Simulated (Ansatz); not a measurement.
This geometry of BH$_{6}$N (8 atoms, charge 0, multiplicity 1) is a first-order saddle point.

These are results of RKS PBE/def2-mTZVP in Ansatz, not measurements.

```xyz
8
Properties=species:S:1:pos:R:3
B 0.027 -0.355 0.107
H -0.246 0.343 1.269
H 1.073 0.133 -0.233
H -0.964 -0.148 -0.543
N 0.130 -1.803 0.712
H -0.606 -2.465 0.482
H 1.048 -2.238 0.748
H -0.146 -0.630 1.456
```

(1) Which two structures does it join? (They come from a converged band through this point; their orientation in space is the band's.)

(2) How far does it lie above each of them?

Answers

(1) Bonds broken: B1–H2, N5–H8. Bonds formed: H2–H8. BH6N becomes BH4N + H2.

Image 0:

```xyz
8
Properties=species:S:1:pos:R:3
B 0.040 -0.123 0.156
H 0.251 0.640 1.079
H 0.933 -0.138 -0.670
H -1.066 0.009 -0.334
N 0.039 -1.629 0.827
H -0.151 -2.353 0.126
H 0.944 -1.851 1.257
H -0.675 -1.718 1.558
```

Image 8:

```xyz
8
Properties=species:S:1:pos:R:3
B 0.163 -0.768 -0.529
H -0.656 0.837 2.957
H 1.121 -0.048 -0.626
H -0.927 -0.450 -0.923
N 0.322 -2.018 0.070
H -0.436 -2.685 0.190
H 1.209 -2.362 0.429
H -0.480 0.330 2.430
```

(2) 1.68 eV above the first and 1.58 eV above the second. This is the barrier of this one path; another mechanism may lie lower. The orbitals stay closed-shell, which can raise the energy where a bond breaks towards radicals; this wasn't checked here.

The run took 110 s on 1 thread of Arm Neoverse V1 (shared host), peak memory 0.1 GiB.
